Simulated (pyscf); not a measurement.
Optimised with ωB97X-D3(BJ)/def2-SVP in PySCF.

Question: Estimate the classical barrier height and the reaction energy of H₃C–Si(CH₃)(OH)–OH + H₂O → CH₄ + H₃C–Si(OH)(OH)–OH at ωB97M-D3(BJ)/def2-TZVP. The step runs on the singlet surface, breaks C–Si, H–O and forms C–H, O–Si; take the separated reactants as zero.

Answer: ΔE‡ = 37.3 kcal/mol, ΔE = -30.4 kcal/mol. Zero-point energy shifts the barrier by +1.4 kcal/mol. It is a four-centre exchange, with an imaginary mode of 1319i cm⁻¹. On the reactant side the descent ends in a bound adduct, 10.3 kcal/mol under the separated species and 48.7 kcal/mol under the saddle at ωB97X-D3(BJ)/def2-TZVP. This is the saddle that the search found; another between the same sides may lie lower.
